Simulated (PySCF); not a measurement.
Gas-phase reaction: 5 CH₃SiH₃ + 2 C₃H₅ (allyl) + 2 C₂H₅ ⇌ 5 (CH₃)₃SiH

Method: PySCF energies plus ideal-gas RRHO corrections (1 bar). † marks an energy on the PBE0/def2-TZVP geometry and frequencies; other levels use their own. MP2 and CCSD(T) freeze the core. 6-31G* has spherical d functions here. Open shells (unrestricted): C₃H₅ (allyl) (multiplicity 2), C₂H₅ (multiplicity 2); the rest are closed-shell singlets. B3LYP is the form with VWN-RPA correlation. MP2 isn't extrapolated to the basis-set limit. CCSD(T) isn't extrapolated to the basis-set limit. Warning, spin contamination: C₃H₅ (allyl) (CCSD(T)/def2-SVP†, HF/6-31G*, MP2/def2-SVP†).

```
level              ΔH°(298 K), kJ
-----------------  --------------
B3LYP/6-31G*                  [?]
CCSD(T)/def2-SVP†             [?]
HF/6-31G*                    -791
MP2/def2-SVP†               -1194
PBE/def2-TZVP†              -1126
```

Task: Some entries are withheld; supply them.

Result: 
- B3LYP/6-31G*, ΔH°(298 K), kJ: -1044
- CCSD(T)/def2-SVP†, ΔH°(298 K), kJ: -1068
